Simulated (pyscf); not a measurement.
A first-order saddle from PySCF, ωB97X-D3(BJ)/def2-SVP:

```
Si
F 1 1.6181
O 1 1.6390 2 110.50
H 3 0.9632 1 118.81 2 -70.32
O 1 1.7295 2 102.89 3 -120.12
H 5 1.1418 1 105.54 2 -171.98
H 5 1.1552 6 137.64 1 -178.42
H 1 1.4684 2 108.55 5 -120.97
```
Charge 0, spin multiplicity 2.

Surface: doublet, charge 0. Lowest wavenumbers (cm⁻¹): 2865i, 122, 191, 269, 310.

Problem. Name the species on either side of this saddle.

Solution. `[OH][SiH]([OH])[F]` + `[H]` [doublet] ⇌ `[OH][SiH]([OH])[F]` + `[H]` [doublet], a substitution at O read from left to right: H–O broken and H–O formed. At ωB97M-D3(BJ)/def2-TZVP it lies +33.9 kcal/mol from the left side and +33.9 kcal/mol from the right (each side as separated species at their lowest minima found). Another saddle between the same species, by other bonds, lies lower (13.8 kcal/mol against 33.9 kcal/mol at ωB97M-D3(BJ)). The angle at the attacked O is 138°.
